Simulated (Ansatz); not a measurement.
`CC(O)SP` and `CC(O)CO` differ in one atom or group.

Ansatz, PBE0-D4/def2-TZVP geometries, multiplicity 1. Each molecule was computed in one conformer, which needn't be the lowest.

```csv
property,`CC(O)SP`
HOMO energy (PBE/def2-TZVPP) / eV,-5.88
HOMO–LUMO gap (B3LYP/def2-TZVPP) / eV,6.60
HOMO–LUMO gap (PBE/def2-TZVPP) / eV,4.90
LUMO energy (B3LYP/def2-TZVPP) / eV,-0.28
LUMO energy (ωB97M-V/def2-TZVPP) / eV,1.82
HOMO energy (PBE0/def2-TZVPP) / eV,-7.12
```

(1) Give the same properties after the change, and the shifts. (An estimate is asked.)

## Answers

(1) Computed: 
```tsv
property	`CC(O)CO`	shift
HOMO energy (PBE/def2-TZVPP) / eV	-6.00	-0.12
HOMO–LUMO gap (B3LYP/def2-TZVPP) / eV	7.87	1.27
HOMO–LUMO gap (PBE/def2-TZVPP) / eV	5.97	1.07
LUMO energy (B3LYP/def2-TZVPP) / eV	0.45	0.73
LUMO energy (ωB97M-V/def2-TZVPP) / eV	2.26	0.44
HOMO energy (PBE0/def2-TZVPP) / eV	-7.64	-0.52
```

With PBE0 the HOMO falls by 0.52 eV and the LUMO rises by 0.90 eV, so the gap widens by about 1.42 eV. PBE moves the HOMO by -0.12 eV and ωB97M-V by -0.78 eV. The zero-point energy changes by 61.9 kJ/mol with +3 modes.

Positive LUMOs are unbound, so they and the gaps depend on the basis.

B3LYP here is the variant with VWN-RPA as its local correlation; programs differ in this.
